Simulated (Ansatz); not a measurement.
Basis-set extrapolation for C3H5NO, SMILES `NC1=C(O)C1` (PBE0-D4/def2-TZVP geometry, frozen core, the Gaussian-basis code of Ansatz). Multiplicity 1, RHF reference.

```tsv
	def2-TZVPP	def2-QZVPP
HF	-245.815233	-245.826598
MP2 correlation	-0.928676	-0.993717
CCSD(T) correlation	-0.990852	not run
```

Energies in hartree. Use E(X) = E(∞) + A·exp(−7.88·√X) for Hartree–Fock and E(X) = E(∞) + B·X^(−2.97) for correlation, with X = 3 and 4, and add CCSD(T) minus MP2 of the smaller set to the MP2 limit.

Problem. What is the CCSD(T) energy at the basis-set limit?

Solution. HF limit: -245.826598 + (-0.011365) × 0.13774 = -245.82816. MP2 limit: -0.993717 + (-0.065041) × 0.74074 = -1.04190. Higher-order term: -0.990852 − (-0.928676) = -0.06218. Total: -246.93224 hartree, 331.2 kJ/mol below CCSD(T)/def2-TZVPP.
